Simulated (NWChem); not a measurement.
Species: CH6Si; SMILES C[SiH3]

Computed with NWChem. Geometry: optimised at PBE0/def2-SVP. B3LYP is NWChem's, with the RPA form of VWN correlation.

For level PBE/def2-TZVPD:

- highest occupied level (eV): -7.90
- orbital gap (eV): 7.41

Question: What are these values for level B3LYP/def2-TZVPD?

Answer: 
| Item | Value |
|---|---|
| highest occupied level (eV) | -8.98 |
| orbital gap (eV) | 8.90 |
